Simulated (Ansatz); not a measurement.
# KBr: computed properties

These are results of DFT r2SCAN, scalar-relativistic, plane waves, PAW in Ansatz, not measurements.

Settings: cutoff 500 eV, Γ-centred mesh 6×6×6 on the computed 2-atom cell, Gaussian smearing of 0.02 eV; no spin polarisation.

The structure is relaxed at this level of theory with its symmetry kept.

```cif
data_structure
_symmetry_space_group_name_H-M 'P 1'
_symmetry_Int_Tables_number 1
_cell_length_a 4.6701
_cell_length_b 4.6701
_cell_length_c 4.6701
_cell_angle_alpha 60.000
_cell_angle_beta 60.000
_cell_angle_gamma 60.000
_cell_volume 72.02
loop_
_atom_site_label
_atom_site_type_symbol
_atom_site_fract_x
_atom_site_fract_y
_atom_site_fract_z
_atom_site_occupancy
K1 K 0.00000 0.00000 0.00000 1
Br1 Br 0.50000 0.50000 0.50000 1
```

- Space group: Fm-3m (No. 225)
- Volume per atom: 36.01 Å³
- Formation energy from the elements' standard states (Br, Hg as crystals; uncorrected): -1.988 eV/atom
- Generalised Kohn–Sham band gap: 5.07 eV, direct at Γ
- Löwdin character of the top 1 eV of the valence band: Br 4p 96 %
- Löwdin character of the lowest 1 eV of the conduction band: K 4s 73 %, Br 4s 18 %
- Electron masses at the edge by Cartesian direction of the standard setting (m_e; degenerate bands sorted by energy; no spin-orbit coupling): x: 0.39; y: 0.39; z: 0.39
- Hole masses at the edge by Cartesian direction of the standard setting (m_e; degenerate bands sorted by energy; no spin-orbit coupling): x: 3.8, 3.8, 0.61; y: 3.8, 3.8, 0.61; z: 3.8, 3.8, 0.61
- Bulk modulus: 15.9 GPa
- Its pressure derivative: 4.9
- Electronic dielectric constant xx, yy, zz of the standard setting (independent particles): 2.6, 2.6, 2.6
- Bader charges (e): K (1 in the cell) 0.84, Br (1 in the cell) -0.84

Cost: 12 runs of about 1.5 core-minutes in all, on Arm Neoverse V1 (shared hosts).